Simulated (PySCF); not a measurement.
# BClH3N: electronic excitations and core binding energies

Wanted: the electronic excitations and core binding energies of BClH3N (`NBCl`), by calculation.

Programs: PySCF 2.14.0, with density-fitted response routines of our own. Each step states its level of theory. These are calculated values for one molecule in the gas phase, unless marked as measured. Atoms count from 0, in the outputs and in this text.

### Step 1. The starting structure

6 atoms, charge 0, multiplicity 1; geometry from: GFN2-xTB.

Bonds of the start (Å): N0–B1 1.38, B1–Cl2 1.72, N0–H3 1.01, N0–H4 1.01, B1–H5 1.17.

### Step 2. Ultraviolet spectrum: wB97X-D/def2-SVPD

The job: settings as JSON, then the geometry in Å.

```
{"job": {"kind": "uv", "xc": "wB97X-D", "basis": "def2-SVPD", "nstates": 8, "ntriplets": 3}, "charge": 0, "multiplicity": 1}
N     -0.746568    -0.063130     0.002857
B      0.606763     0.211633     0.015434
Cl     1.711440    -1.091458    -0.208806
H     -1.458537     0.635650     0.126860
H     -1.118985    -0.989151    -0.132405
H      1.009009     1.298447     0.174486
```

With the program's defaults for keys left out, this is: TDDFT wB97X-D/def2-SVPD, vertical, gas phase, core orbitals frozen in the response.

Run with:

```sh
$ OMP_NUM_THREADS=1 python probes_run.py task.json out
```

The driver reads the jobs from task.json and runs them one after another.

**Question.** This job is followed by: delta-SCF UKS SCAN, pcX-2 on the ionised atom, pcseg-1 elsewhere, spin-free X2C. Predict these results of the whole session: lowest singlet (wB97X-D/def2-SVPD); brightest single state of those computed; lowest triplet; surface potential, 1st and 99th percentile; N1s binding energies, SCAN/pcX-2; B1s binding energies, SCAN/pcX-2; Cl1s binding energies, SCAN/pcX-2; Cl2p binding energies, SCAN/pcX-2.

The runs gave:

| quantity | value |
| --- | --- |
| lowest singlet (wB97X-D/def2-SVPD) | 7.32 eV (169 nm), f = 0.002 |
| brightest single state of those computed | state 3, 7.81 eV, f = 0.177 |
| lowest triplet | 6.35 eV |
| surface potential, 1st and 99th percentile | -0.76 V and 2.00 V |
| N1s binding energies, SCAN/pcX-2 | N0 405.78 eV |
| B1s binding energies, SCAN/pcX-2 | B1 196.98 eV |
| Cl1s binding energies, SCAN/pcX-2 | Cl2 2828.67 eV |
| Cl2p binding energies, SCAN/pcX-2 | Cl2 206.64 eV |

**Reading.** The first singlet state (HOMO−1→LUMO+1 0.98) lies at 7.32 eV and is weak; of the 8 states computed, the strongest absorption comes from state 3 at 7.81 eV. The lowest triplet lies 0.98 eV below the lowest singlet (triplets in Tamm-Dancoff, singlets in full TDDFT).
